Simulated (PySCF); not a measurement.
Compound: C2H3O2 (doublet state).
Geometry (GFN2-xTB, Å), atoms numbered from 1 in this order:
```xyz
7
C2H3O2 angstrom
C     -0.7822    0.0750   -0.0875
O      0.3614    0.5348    0.7068
C      1.5388    0.1133    0.4649
O      2.0378   -0.6443   -0.3160
H     -1.2155    0.9498   -0.5671
H     -0.4445   -0.6469   -0.8291
H     -1.4927   -0.3768    0.6010
```

Structure optimised with GFN2-xTB, isolated species. This method treats the open shell by occupation alone, without spin polarisation.

Masses are those of the commonest isotopes; rigid-rotor values at the optimised geometry. The values belong to one conformer with, in the numbering `[CH3:1][O:2][C:3]=[O:4]`, C1–O2–C3–O4 0°.

(1) Give the principal moments of inertia and the rotational constants in MHz.

(2) Classify the top.

(3) Is it planar, by Δ = Ic − Ia − Ib?

(4) Give the other two planar moments, Paa and Pbb, and the rms extents of the mass along the axes.

(5) Estimate the classical rotational partition function at 10 K, 50 K and 500 K.

Answers

(1) Ia = 19.84, Ib = 81.63, Ic = 98.24 u·Å²; 505379 MHz·u·Å²/I gives A = 25470, B = 6191, C = 5144 MHz.

(2) An asymmetric top. Ray's parameter κ = (2B − A − C)/(A − C) = -0.897; −1 is the prolate and +1 the oblate limit.

(3) Not planar: Δ = Ic − Ia − Ib = -3.23 u·Å². For a rigid frame Δ = −2 Σ m c², so Σ m c² = 1.61 u·Å² lies off the ab plane, practically all of it from hydrogen. The atom farthest from that plane is 0.91 Å away.

(4) Paa = Σ m a² = (Ib + Ic − Ia)/2 = 80.01 and Pbb = Σ m b² = (Ia + Ic − Ib)/2 = 18.23 u·Å². With the mass M = 59.01 u, the rms extents √(P/M) along a, b and c are 1.16, 0.56, 0.17 Å.

(5) Point group Cs, symmetry number σ = 1; q = (√π/σ)·√((kT/h)³/(ABC)), k/h = 20836.6 MHz/K: 187 at 10 K, 2090 at 50 K, 66200 at 500 K.

For this open shell read J as N, the rotation without spin; fine and hyperfine splittings come on top. Stationary, but not proved a minimum. No vibrational averaging or centrifugal distortion is included, and the geometry carries the error of its method.

These are computed values.
